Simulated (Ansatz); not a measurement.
# Scan of [H···H···CH3], doublet

Starting geometry:

```xyz
6

H    -1.8667    0.0000    0.0000
H    -1.1217    0.0000    0.0000
C     0.2003    0.0000    0.0000
H     0.2003   -1.0800    0.0000
H     0.2003    0.5400    0.9353
H     0.2003    0.5400   -0.9353
```

From there H2 is moved from one fragment to the other while all else, the fragments' distance too, stays fixed; atoms are numbered as listed. Energies are in eV, counted from the starting geometry at the same level. Kohn–Sham curves are unrestricted where that lies lower.

Basis cc-pVDZ; Ansatz 0.2.0. Only valence electrons are correlated (noble-gas cores frozen). Prefix R: restricted or restricted open-shell reference; prefix U: unrestricted.

In so small a basis the reference is far from its limit while semilocal and hybrid functionals are nearer theirs (RPA and double hybrids share much of the reference's basis error), so the functionals' errors here hold much of the reference's basis and frozen-core error, which can add to them or hide them.

Full CI isn't at hand for all of this; UCCSDT(Q) serves as the reference, and is uncertain by about the last step of the cluster series.

```csv
distance H1-H2 (Å),UCCSDT(Q),SPW92,PBE,revPBE,r2SCAN,PBE0,B3LYP,wB97M-V,B2PLYP,RPA-PBE
0.693,0.093,0.188,0.148,0.137,0.120,0.125,0.116,0.113,0.104,0.106
0.745,0.000,0.000,0.000,0.000,0.000,0.000,0.000,0.000,0.000,0.000
0.778,-0.019,-0.071,-0.049,-0.043,-0.034,-0.037,-0.031,-0.031,-0.026,-0.026
0.811,-0.017,-0.114,-0.072,-0.060,-0.043,-0.050,-0.039,-0.040,-0.030,-0.030
0.844,0.000,-0.131,-0.073,-0.055,-0.035,-0.045,-0.028,-0.031,-0.019,-0.016
0.878,0.032,-0.126,-0.054,-0.031,-0.009,-0.023,-0.001,-0.006,0.008,0.014
0.911,0.075,-0.099,-0.016,0.012,0.033,0.016,0.042,0.033,0.047,0.059
0.944,0.134,-0.048,0.043,0.076,0.092,0.072,0.103,0.089,0.103,0.121
0.977,0.213,0.032,0.127,0.165,0.173,0.151,0.186,0.167,0.179,0.205
```

Question: Judged by the spread of the error over the points with a reference (largest less smallest), which of these follows UCCSDT(Q) best and which worst?

Answer: Subtracting the UCCSDT(Q) column from each: best RPA-PBE (errors from -0.017 to 0.013, spread 0.030 eV), worst SPW92 (from -0.181 to 0.095, spread 0.276 eV). Functionals and wave-function methods converge differently with the basis, so part of this is basis effect.
